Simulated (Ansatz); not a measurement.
## Relaxing a trial structure of C2H8N+

The starting geometry of this gas-phase triplet was optimised with GFN2-xTB as a singlet; its bonds are those of `CC[NH3+]`.

```xyz
11

C    -0.6669    0.5897   -0.0426
C    -0.0998    0.2614    1.3227
N     0.6966    1.4247    1.8343
H     0.1224    0.7868   -0.7636
H    -1.3338    1.4472    0.0002
H    -1.2419   -0.2561   -0.4075
H    -0.8994    0.0545    2.0347
H     0.5581   -0.6069    1.2701
H     0.0934    2.2560    1.9005
H     1.0985    1.2315    2.7603
H     1.4604    1.6377    1.1781
```

Task: Predict what it relaxes into with PBE0-D3(BJ)/def2-SVP.

Result: It loosens into C2H7N + H, which stay close as a complex (formulas without charges). Contacts that open: N3–H10 (1.03 → 2.93 Å).

The energy falls by 4.96 eV over 37 steps:

| step | E − E(last) (eV) |
| --- | --- |
| 1 | 4.961 |
| 5 | 3.628 |
| 9 | 2.641 |
| 13 | 0.205 |
| 17 | 0.078 |
| 21 | 0.043 |
| 25 | 0.023 |
| 29 | 0.001 |
| 33 | 0.000 |
| 37 | 0.000 |

Final geometry (Å):

| atom | x (Å) | y (Å) | z (Å) |
| --- | --- | --- | --- |
| C | -0.7261 | 0.5765 | -0.3373 |
| C | -0.2336 | 0.3920 | 1.0740 |
| N | 0.5867 | 1.4191 | 1.5740 |
| H | 0.1085 | 0.6264 | -1.0525 |
| H | -1.3417 | 1.4833 | -0.4344 |
| H | -1.3521 | -0.2815 | -0.6164 |
| H | -1.0589 | 0.2559 | 1.8184 |
| H | 0.3285 | -0.5642 | 1.2270 |
| H | 0.9720 | 1.3808 | 2.5325 |
| H | 1.6721 | 1.2971 | 4.2921 |
| H | 0.8322 | 2.2413 | 1.0098 |

The end wasn't checked by frequencies. Open shells are spin-unrestricted. The triplet needn't be the ground state. Run with Ansatz 0.2.0, 5.5 min on 1 thread of Intel(R) Xeon(R) Processor @ 2.50GHz (Skylake/Cascade Lake), with other jobs on the host.
